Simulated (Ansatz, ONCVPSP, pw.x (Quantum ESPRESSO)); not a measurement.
**neodymium: one change to the ONCV potential, in the atom and in the fcc crystal**

ONCVPSP 4.0.1.1 (patched build) input, shortened (lines: element, Z, core and valence counts, functional; n l f; lmax; l rc ep ncon nbas qcut; lloc lpopt rc5 dvloc0; l nproj debl; icmod fcfact rcfact), LDA (Perdew-Wang 92), scalar-relativistic:

```
  Nd 60.00    9    3  -001012      upf
    1    0    2.00
    2    0    2.00
    2    1    6.00
    3    0    2.00
    3    1    6.00
    3    2   10.00
    4    0    2.00
    4    1    6.00
    4    2   10.00
    4    3    4.00
    5    0    2.00
    5    1    6.00
    3
    0    2.25    0.00    4    8    4.40
    1    2.60    0.00    4    7    5.90
    2    2.05    0.02    4    9    4.30
    3    1.65    0.00    3    8   11.00
    4    5    1.45    0.00
    0    1    3.90
    1    3    2.30
    2    2    3.30
    3    2    0.50
    0    0.00    0.00
```

In the d channel the program set the typed energies aside and used 0.050, 3.350 Ha. In the f channel the program set the typed energies aside and used -0.546, 0.250 Ha.

Change: local potential polynomial inside 1.35 bohr (lpopt 1, dvloc0 2 Ha).

Cutoffs, loose and tight: the cutoffs (Ha) at which the residual kinetic energy of the hardest occupied pseudo-wave falls to 1 and 0.1 mHa per electron. They do not see the model core or the augmentation charge, which bear on the density cutoff. Test errors are all-electron minus pseudo excitation energies from the reference, over the configurations 4f4 5s2 5p6 6s2; 4f4 5s2 5p6 6s1; 4f3 5s2 5p6; 4f4 5s2 5p6 6s1 6p1; variants that change the core or the reference have their own tests.

Crystal test: fcc Nd in pw.x 7.5, no spin, 13³ k-points, Fermi–Dirac smearing 0.01 Ry, cutoffs set for each file from its atomic test. The reference is all-electron LAPW (Ansatz 0.2.0) with the same functional, mesh and smearing; V0 and B0 come from Birch–Murnaghan fits to the pressures at five volumes. Errors are pseudo minus all-electron; Δ is the rms difference of the E(V) curves that follow from these fits, minima aligned, over ±6 % about the mean V0. Mesh and smearing are coarse, so the numbers serve the comparison and aren't converged zero-temperature values; the lattice is a test structure that the element need not adopt. Spin polarisation and strong correlation are left out, which matters for this element.

All-electron: a0 = 4.290 Å (V0 = 19.74 Å³/atom), B0 = 57.1 GPa.

Q: Does the change bring the crystal closer to the all-electron result?

A: The mean pressure error goes from +22.10 to +1.87 GPa, so the change moves the solid closer to the all-electron pressures.

| quantity | base | changed |
| --- | --- | --- |
| outcome (atom) | generated, projector energies reset by the program | generated, projector energies reset by the program |
| cutoff, loose (atom) | 48 Ha | 48 Ha |
| cutoff, tight (atom) | 53 Ha | 53 Ha |
| bound ghosts (atom) | s | s |
| largest test error (meV) (atom) | 3 of 4 tests not solved or not reliable | 3 of 4 tests not solved or not reliable |
| cutoffs in pw.x (Ry) | 125/500 | 125/500 |
| a0 (Å) | – | 4.310 |
| a0 error (%) | – | +0.45 |
| B0 error (%) | – | +97.7 |
| Δ (meV/atom) | – | 8.4 |
| mean pressure error (GPa) | +22.10 | +1.87 |

A dash: not determined, or the minimum lies outside the volumes sampled.

Base: This is a poor potential for the solid. Note: ghosts flagged at negative energy: s at -48.1 eV; GHOST(+) flagged for p at 220.2 eV. A true bound ghost makes a file unfit for plane-wave use. Atomic configuration tests: 3 of 4 tests not solved or not reliable. Changed file: This is a poor potential for the solid. Note: ghosts flagged at negative energy: s at -21.2 eV; no localised positive-energy state flagged. A true bound ghost makes a file unfit for plane-wave use. Atomic configuration tests: 3 of 4 tests not solved or not reliable.
